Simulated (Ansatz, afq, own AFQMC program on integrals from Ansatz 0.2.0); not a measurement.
**PtN2, triplet: AFQMC among the cluster methods**

```xyz
3

Pt    0.0000    0.0000   -1.7608
N     0.0000    0.0000    0.3319
N     0.0000    0.0000    1.4289
```

Connectivity, by distances: Pt–N–N.

Basis def2-SVP with its core potentials. Only valence electrons are correlated. AFQMC by an in-house program on the Cholesky factors that Ansatz 0.2.0 writes for its CCSD(T) run. ph-AFQMC/CISD is guided by a CISD state made of CCSD amplitudes; releasing the constraint for a short imaginary time cuts its bias at the price of noise, slowly where states lie close. ± is one standard error of the sampling. No spin–orbit coupling. The metal's outer-core s and p shells are frozen, which shifts wave-function levels against functionals.

Determinant: UHF, the one that the program's search chose, which needn't be the lowest solution. The geometry is a point of a scan.

No full CI on the walks' own integrals is used here; CCSDT(Q) serves as the reference and is uncertain by about the last step of the cluster series.

Cautions: no spin-orbit coupling; outer-core shells of the metal frozen; lower spins were not checked; higher spins were not checked.

```
T1 diagnostic                               : 0.0205
weight of the determinant in the CISD state : 0.828
⟨S²⟩ of the determinant                     : 2.026
size of the correlated space                : 20 electrons in 54 orbitals
```

```
  level  correlation energy (eV)
    MP2                 -14.3630
   CCSD                 -14.2349
CCSD(T)                 -14.7493
```

Q: Estimate where AFQMC with the constraint released lies against CCSD(T) on the same integrals.

A: 87.2 ± 15.5 meV below CCSD(T).

Reference: CCSDT(Q), correlation energy -14.813 eV. The released energy is read at 2.60 1/Eh (meV from the phaseless value at times in 1/Eh: -8 ± 7 at 0.24, -33 ± 6 at 0.60, -53 ± 8 at 1.20, -45 ± 10 at 1.80, -62 ± 16 at 2.60).

```
         level  E − E(reference) (meV)  share of correlation (%)
       CCSD(T)                    64.1                     99.57
         CCSDT                    61.3                     99.59
   ph-AFQMC/HF             66.4 ± 50.0                     99.55
 ph-AFQMC/CISD              39.1 ± 7.8                     99.74
released AFQMC            -23.1 ± 15.5                    100.16
```

A walk keeps the symmetry of its determinant, which the program's search chose and which needn't be the lowest solution, so a lower state of the same spin and another symmetry isn't excluded. Released energies are given only where the last usable release times agree within the noise; a slower fall can still hide under it.
